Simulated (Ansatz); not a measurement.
What does this script print? It uses the Python package of Ansatz (0.2.0).

`run_composite.py`:
```python
from dataclasses import dataclass
import itertools
import warnings

import ansatz as az
from ase.data import atomic_numbers, covalent_radii
import numpy as np


@dataclass(frozen=True)
class Settings:
    basis_set: str = "def2-SVP"
    functional: str = "b3lyp"


opts = Settings()

warnings.simplefilter("ignore", az.DeckWarning)

mol = (
    az.Crystal.molecule()
    .atom("O", [-0.8313, -0.6096, -0.4916])
    .atom("B", [0.3774, -0.0778, 0.0448])
    .atom("Cl", [1.0258, 1.5497, -0.5196])
    .atom("H", [-1.4984, -0.2043, 0.1085])
    .atom("H", [0.9764, -0.7317, 0.8165])
)

job = (
    mol.calculation()
    .basis(gaussian=opts.basis_set)
    .functional(opts.functional)
)
symbols = [site.symbol for site in mol.cartesian_sites]
start = np.array([site.position_ang for site in mol.cartesian_sites], dtype=float)
data = job.relax(force_tolerance=0.01).run(threads=1, pin="off").report
end = np.array(data["positions_ang"])
radius = [covalent_radii[atomic_numbers[s]] for s in symbols]
span = lambda where, i, j: np.linalg.norm(where[i] - where[j])
bonded = [(i, j) for i, j in itertools.combinations(range(len(symbols)), 2) if min(span(start, i, j), span(end, i, j)) < 1.2 * (radius[i] + radius[j])]
print("pair        before    after (A)")
for i, j in bonded:
    print(f"{symbols[i]}{i}-{symbols[j]}{j}".ljust(10), f"{span(start, i, j):8.4f} {span(end, i, j):8.4f}")

minimum = az.Crystal.molecule()
for symbol, place in zip(symbols, end):
    minimum = minimum.atom(symbol, place.tolist())
at_minimum = minimum.calculation()
level = lambda method, basis: at_minimum.basis(gaussian=basis).correlation(method).run(threads=1, pin="off").report
small, large, cluster = level("mp2", "cc-pVDZ"), level("mp2", "cc-pVTZ"), level("ccsd_t", "cc-pVDZ")
corr = lambda each: (each["free_energy_ev"] - each["reference_energy_ev"]) / 27.211386246
mp2_limit = (27 * corr(large) - 8 * corr(small)) / 19
pieces = {"HF / cc-pVTZ": large["reference_energy_ev"] / 27.211386246, "MP2 correlation, DZ-TZ limit": mp2_limit, "CCSD(T) - MP2 / cc-pVDZ": corr(cluster) - corr(small)}
for name, value in pieces.items():
    print(f"{name:32s} {value:14.6f} Ha")
print(f"{'sum':32s} {sum(pieces.values()):14.6f} Ha")
print("T1 diagnostic", round(cluster["correlation"]["coupled_cluster"]["t1_diagnostic"], 4))
```

`python run_composite.py` gives:
```text
pair        before    after (A)
O0-B1        1.4253   1.3406
O0-H3        0.9846   0.9682
B1-Cl2       1.8406   1.7788
B1-H4        1.1755   1.1991
HF / cc-pVTZ                        -560.366831 Ha
MP2 correlation, DZ-TZ limit          -0.582411 Ha
CCSD(T) - MP2 / cc-pVDZ               -0.035514 Ha
sum                                 -560.984757 Ha
T1 diagnostic 0.0135
```

Notes:
- Total energies depend on the basis set; only differences at equal settings carry meaning.
- The sum leaves out core correlation, relativity, the Hartree-Fock basis error and zero-point energy; a DZ-TZ extrapolation is rough.
- b3lyp holds the VWN-RPA fit, as in Gaussian; the form of ORCA and Turbomole is b3lyp5.
- Inner cores stay frozen, so this is valence correlation.
- For Al to Cl the sets with a tight d function, cc-pV(X+d)Z, are usual.
- Run time: 9.2 s on 1 thread of Intel(R) Xeon(R) 6975P-C (Granite Rapids), with other jobs on the host, peak memory 0.25 GiB.
